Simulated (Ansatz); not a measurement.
in.yaml

```yaml
crystal:
  periodic: [false, false, false]
  atoms:
    - {symbol: Si, position_ang: [0.000000, 0.043433, 0.726939]}
    - {symbol: N, position_ang: [0.000000, -0.133396, -1.315420]}
    - {symbol: H, position_ang: [0.000000, 0.643480, -1.976050]}
basis:
  gaussian: {orbitals: 6-31G}
magnetization: {spin_polarized: true, initial_magnetization: 2}
correlation: {method: ccsdt_q, electrons: outside_noble_gas}
```

```sh
$ ansatz run in.yaml --threads 1 --pin off --events-out ev --progress --plain --max-ram 4096MiB --backend cpu
```

Log:

```
513 factors; integrals over basis functions are off by at most 9.2e-8 eV
mean field evaluation 1: about -9351.9454 eV, gradient 1.8e1 eV
mean field evaluation 2: about -9351.9933 eV, gradient 1.8e1 eV
mean field evaluation 4: about -9354.3262 eV, gradient 2.3e0 eV
mean field evaluation 8: about -9354.5451 eV, gradient 2.9e-1 eV
mean field evaluation 16: about -9354.5851 eV, gradient 3.4e-1 eV
mean field evaluation 32: about -9352.9576 eV, gradient 1.5e1 eV
mean field evaluation 64: about -9354.5503 eV, gradient 4.1e-3 eV
mean field evaluation 96: about -9348.7139 eV, gradient 2.0e1 eV
mean field evaluation 128: about -9354.5434 eV, gradient 4.7e-1 eV
mean field evaluation 160: about -9354.8774 eV, gradient 4.1e-6 eV
...
mean field -9354.91211316 eV, -343.7866791714 hartree, gradient 6.0e-6 eV, S^2 2.043110; 25 other end points of the search recorded, 0 dependent functions left out
determinant -9354.91211316 eV, -343.7866791714 hartree, with singles and doubles -9358.64826456 eV, -343.9239802030 hartree
determinant -9354.90123948 eV, -343.7862795709 hartree, with singles and doubles -9358.62760947 eV, -343.9232211423 hartree
determinant -9354.87742317 eV, -343.7854043378 hartree, with singles and doubles -9358.59934365 eV, -343.9221823927 hartree
determinant -9354.55028450 eV, -343.7733822134 hartree, with singles and doubles -9358.50235392 eV, -343.9186180860 hartree
determinant -9354.12717520 eV, -343.7578332336 hartree, with singles and doubles -9357.89299140 eV, -343.8962244262 hartree
determinant -9352.09403741 eV, -343.6831167980 hartree, with singles and doubles -9355.26030132 eV, -343.7994748503 hartree
determinant -9351.54843060 eV, -343.6630661175 hartree, with singles and doubles -9355.28776335 eV, -343.8004840614 hartree
determinant -9351.54736990 eV, -343.6630271375 hartree, with singles and doubles -9355.07257357 eV, -343.7925759827 hartree
determinant -9354.91211316 eV, -343.7866791714 hartree, with singles and doubles -9358.66840352 eV, -343.9247202962 hartree
determinant -9354.90123948 eV, -343.7862795709 hartree, with singles and doubles -9358.64621138 eV, -343.9239047500 hartree
determinant -9354.87742317 eV, -343.7854043378 hartree, with singles and doubles -9358.60118330 eV, -343.9222499984 hartree
determinant -9354.55028450 eV, -343.7733822134 hartree, with singles and doubles -9358.53146660 eV, -343.9196879572 hartree
6 core orbitals not correlated: weight in the atoms' cores, before any rotation towards them, 1.000 or more for the frozen orbitals, at most 0.000 for the correlated occupied ones
reference -9354.91211316 eV, -343.7866791714 hartree; 6, 4 occupied and 12, 14 virtual orbitals, 513 factors
second order -3.11638743 eV of doubles, -0.00000000 eV of singles
...
cycle  13  -3.79742283 eV  change    2.8e-7 eV  update   3.8e-7
cycle  14  -3.79742276 eV  change    6.7e-8 eV  update   3.0e-7
cycle  15  -3.79742272 eV  change    3.8e-8 eV  update   2.6e-7
cycle  16  -3.79742282 eV  change   -9.7e-8 eV  update   2.3e-7
cycle  17  -3.79742289 eV  change   -7.0e-8 eV  update   2.1e-7
cycle  18  -3.79742295 eV  change   -6.1e-8 eV  update   2.0e-7
cycle  19  -3.79742294 eV  change    1.6e-8 eV  update   1.8e-7
cycle  20  -3.79742286 eV  change    8.0e-8 eV  update   1.6e-7
cycle  21  -3.79742279 eV  change    6.3e-8 eV  update   1.5e-7
cycle  22  -3.79742273 eV  change    6.3e-8 eV  update   1.4e-7
perturbative correction -0.02306504 eV, -0.0008476245 hartree
WARN: the results are in doubt because among natural orbitals full CI differs from the method by -0.182 eV
Total energy: -9358.73260093 eV, -343.9270795073 hartree
In doubt: among natural orbitals full CI differs from the method by -0.182 eV
```

The T1 diagnostic is 0.248, too large for the energy to be relied on.

Ran on 1 thread of AMD EPYC 7R13, shared host: 10 s wall, 0.14 GiB peak host memory.
